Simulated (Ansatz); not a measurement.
Geometry optimisation, RKS BHLYP/cc-pVDZ in Ansatz 0.2.0.

Input file:

```yaml
crystal:
  periodic: [false, false, false]
  atoms:
    - { symbol: Si, position_ang: [0.0, 0.0, 0.0] }
    - { symbol: H, position_ang: [0.9994, 0.0, 1.3254] }
    - { symbol: H, position_ang: [1.5827, 0.0, 0.5009] }
    - { symbol: H, position_ang: [-0.6877, 1.1914, -0.4862] }
    - { symbol: O, position_ang: [-0.7913, -1.3709, -0.5594] }
    - { symbol: H, position_ang: [-1.2459, -1.8365, 0.2129] }
basis:
  gaussian: { orbitals: cc-pVDZ }
hamiltonian:
  xc: { name: BHLYP }
relax:
  f_tol: 0.15
  max_steps: 25
  restrain:
    - { distance: [1, 2], at: 0.66, k: 30.0 }
    - { distance: [0, 1], at: 2.66, k: 30.0 }
    - { distance: [0, 2], at: 2.66, k: 30.0 }
```

Run as:

```bash
$ ansatz run input.yaml --threads 1 --pin off --max-ram 2048MiB --backend cpu --events-out ev --progress --plain --runs-dir out
```

**Question.** Where does it end, and by what steps?

**Answer.** The forces met the threshold. The restraints hold the end off the free minimum. After 14 steps the energy has fallen by 2.132 eV (the restraints' own energy left out); Si1 moved furthest, 1.02 Å. Joined: H2–H3 (1.01 → 0.72 Å).

```json
{"step": "0", "energy less start (eV)": "0.0000", "largest force component (eV/Å)": "3.559", "accepted": "yes"}
{"step": "1", "energy less start (eV)": "1.3625", "largest force component (eV/Å)": "4.635", "accepted": "yes"}
{"step": "2", "energy less start (eV)": "2.4960", "largest force component (eV/Å)": "3.771", "accepted": "yes"}
{"step": "3", "energy less start (eV)": "2.6455", "largest force component (eV/Å)": "2.788", "accepted": "yes"}
{"step": "4", "energy less start (eV)": "0.9318", "largest force component (eV/Å)": "6.555", "accepted": "yes"}
{"step": "5", "energy less start (eV)": "-0.4687", "largest force component (eV/Å)": "2.839", "accepted": "yes"}
{"step": "6", "energy less start (eV)": "-0.9218", "largest force component (eV/Å)": "2.970", "accepted": "yes"}
{"step": "7", "energy less start (eV)": "-1.5675", "largest force component (eV/Å)": "1.789", "accepted": "yes"}
{"step": "8", "energy less start (eV)": "-1.9367", "largest force component (eV/Å)": "1.650", "accepted": "yes"}
{"step": "9", "energy less start (eV)": "-2.0338", "largest force component (eV/Å)": "1.146", "accepted": "no"}
{"step": "10", "energy less start (eV)": "-2.0867", "largest force component (eV/Å)": "1.135", "accepted": "yes"}
{"step": "11", "energy less start (eV)": "-2.1235", "largest force component (eV/Å)": "1.258", "accepted": "yes"}
{"step": "12", "energy less start (eV)": "-2.1241", "largest force component (eV/Å)": "1.581", "accepted": "yes"}
{"step": "13", "energy less start (eV)": "-2.1428", "largest force component (eV/Å)": "1.189", "accepted": "yes"}
{"step": "14", "energy less start (eV)": "-2.1319", "largest force component (eV/Å)": "1.600", "accepted": "yes"}
```

```xyz
6
Properties=species:S:1:pos:R:3
Si -0.961 0.115 0.331
H 1.484 0.070 1.378
H 1.674 0.178 0.696
H -0.244 0.984 -0.699
O -0.852 -1.302 -0.571
H -1.244 -2.062 -0.142
```

The run took 16 s on 1 thread of Intel(R) Xeon(R) CPU @ 2.60GHz (Ice Lake), with other jobs on the host, peak memory 0.12 GiB.
